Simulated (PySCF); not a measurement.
Compound: C5H7F.
InChI=1S/C5H7F/c1-4(2)5(3)6/h1,3H2,2H3

Torsions of this conformer, `[CH2:1]=[C:2]([CH3:3])[C:4](=[CH2:5])[F:6]`: C1–C2–C4–C5 179°.

The closed-shell ground state was solved at several levels (PySCF, density fitting, gas phase, non-relativistic). The structure is a single PBE0-D3(BJ)/def2-SVP conformer in the gas phase; no vibrational or solvent corrections.

```tsv
level	basis functions	HOMO (eV)	LUMO (eV)	gap (eV)	dipole (D)
PBE0/def2-TZVPD	288	-6.91	-1.06	5.85	1.62
PBE0/6-31G	68	-6.68	-0.62	6.06	1.80
BLYP/pcSseg-1	137	-5.69	-1.72	3.97	1.52
B97-2/pcSseg-1	137	-6.66	-1.01	5.65	1.65
LDA/def2-SVPD	179	-6.11	-2.19	3.92	1.64
LC-wPBE/pcSseg-1	137	-9.48	1.23	10.71	1.67
```

Task: What might CAM-B3LYP/pcSseg-1 (137 basis functions) give for the same quantities?

Result: HOMO -8.15 eV, LUMO 0.16 eV, gap 8.31 eV, dipole 1.67 D.

Task: Over all these levels, which gives the widest orbital gap and which the narrowest?

Result: LC-wPBE/pcSseg-1 (range-separated hybrid) has the widest, 10.71 eV, and LDA/def2-SVPD (LDA) the narrowest, 3.92 eV. Functional and basis both differ between the two, so the spread mixes both effects.

Task: How far do the dipole and the HOMO energy spread over the levels?

Result: The dipole runs from 1.52 to 1.80 D (mean 1.65 D) and the HOMO from -9.48 to -5.69 eV.
